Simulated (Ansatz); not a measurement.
Basis sets over 6 cases of the lowest harmonic wavenumber at PBE0 with Ansatz (Al to Cl present), each against its own reference: (a) the value in aug-pcseg-2; (b) the value in def2-QZVPPD; (c) the value in pcseg-3. By their distance from other large sets or by the extrapolation step the references are unsure by up to roughly 2 cm⁻¹ and lie short of the limit. Each level at its own minimum, unscaled; unrestricted open shells; no added dispersion term; no relativity. Cartesian d functions in some cases of 6-31G**, 6-31+G*, 6-311G**, 6-311+G**. (X+d) sets on Al to Cl for cc-pVXZ and aug-cc-pVXZ. 

Cases are drawn at random; left out are references unsure by over 17 cm⁻¹, runs with very soft modes, doubtful singlets, and cases whose largest runs show a restricted determinant unstable towards unrestricted orbitals, <S^2> over 0.1 too high or, where CCSD(T) ran, T1 over 0.025 (0.045 for open shells). Sets are drawn from those converged to one state in every case.

Cases (SMILES) and reference values:
- S (H2S): 1204 cm⁻¹ (c)
- ClO (OH-Cl): 788 cm⁻¹ (a)
- [PH2] (PH2), doublet: 1115 cm⁻¹ (b)
- [SiH3] (SiH3), doublet: 743 cm⁻¹ (a)
- [B](Cl)Cl, doublet: 283 cm⁻¹ (a)
- [CH](Cl)Cl, doublet: 302 cm⁻¹ (a)

```
basis            functions over def2-SVP (largest species, mean of cases)  mean signed deviation (cm⁻¹)  mean absolute  largest  within 50 cm⁻¹
---------------  --------------------------------------------------------  ----------------------------  -------------  -------  --------------
STO-3G                                                                0.4                           150            154      299          2 of 6
3-21G                                                                 0.6                           -20             33       69          4 of 6
def2-SVP                                                              1.0                            -6              8       25          6 of 6
6-31G**                                                               1.0                             5             13       20          6 of 6
6-31+G*                                                               1.1                            13             21       47          6 of 6
6-311G**                                                              1.4                            -6             12       43          6 of 6
6-311+G**                                                             1.6                            -5             10       39          6 of 6
cc-pVTZ                                                               2.3                             1              2        4          6 of 6
def2-TZVPP                                                            2.4                             1              1        2          6 of 6
jun-cc-pV(T+d)Z                                                       2.7                             0              1        2          6 of 6
```

Among the sets for which every case ran a larger relative (same family, alike in diffuse functions, listed or not), the smallest listed that holds all cases within 50 cm⁻¹ together with them is def2-SVP, at 1.0 times the functions of def2-SVP, level with 6-31G**. Inside, though some case ran no larger relative to test it: 6-311G**, cc-pVTZ, def2-TZVPP, jun-cc-pV(T+d)Z. Largest deviations of relatives not listed, over the cases that ran them: 6-311++G(2d,2p) 25, def2-TZVP 5, cc-pVQZ 1, def2-QZVP 0, def2-QZVPP 0, 6-311++G(3df,3pd) 5, aug-cc-pVTZ 2 cm⁻¹. These figures hold for the cases listed.

Ansatz is a program for electronic structure.
